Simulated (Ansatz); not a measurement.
**PH (SMILES [PH]): methods side by side**

The species is PH (2 atoms), meant as a triplet with charge 0. SMILES: `[PH]`. The shape is that of a PBE0-D4/def2-TZVP optimisation.

```xyz
2

P     0.0000    0.0000   -0.0146
H     0.0000    0.0000    1.4137
```

Quantity: the energy change with the P1–H2 bond stretched from 1.428 to 2.099 Å, in eV. The values are calculated.

| level | kind | program | value (eV) | less FCI/cc-pVDZ | CPU time (all runs) |
| --- | --- | --- | --- | --- | --- |
| UHF/cc-pVDZ | Hartree–Fock | Ansatz | 1.67 | +0.12 | 0.36 s |
| U-revPBE/cc-pVDZ | GGA | Ansatz | 1.55 | 0.00 | 1.8 s |
| UBLYP/cc-pVDZ | GGA | Ansatz | 1.49 | -0.06 | 1.7 s |
| UBHLYP/cc-pVDZ | global hybrid | Ansatz | 1.84 | +0.29 | 2 s |
| U-wB97M-V/cc-pVDZ | range-separated hybrid | Ansatz | 1.78 | +0.23 | 16 s |
| UB2PLYP/cc-pVDZ | double hybrid | Ansatz | 1.76 | +0.21 | 2.1 s |
| RPA@PBE/cc-pVDZ | RPA | Ansatz | 1.61 | +0.06 | 2 s |
| UCCSDT(Q)/cc-pVDZ | coupled cluster or CI | Ansatz | 1.55 | 0.00 | 3.4 s |
| FCI/3-21G | exact in the basis | Ansatz | 1.10 | -0.45 | 0.95 s |
| FCI/cc-pVDZ | exact in the basis | Ansatz | 1.55 | 0.00 | 1.7 s |

FCI/cc-pVDZ is exact within its basis and frozen core, so for wave-function methods in that basis the difference is their error; functionals converge differently with the basis, so for them it is only a difference. The first shape isn't each level's own minimum. The values span 1.10 to 1.84 eV. Spin contamination of the reference (⟨S²⟩ at least 0.1 too high) touches UHF/cc-pVDZ, UBHLYP/cc-pVDZ, UB2PLYP/cc-pVDZ, UCCSDT(Q)/cc-pVDZ. High-level rows in very small sets aren't better than simpler rows in larger ones. Without the sets that lack polarisation functions the rows with a basis span only 1.49 to 1.84 eV. CPU times are rough (shared hosts, several kinds of processor): they show what a rung costs within a factor of a few.
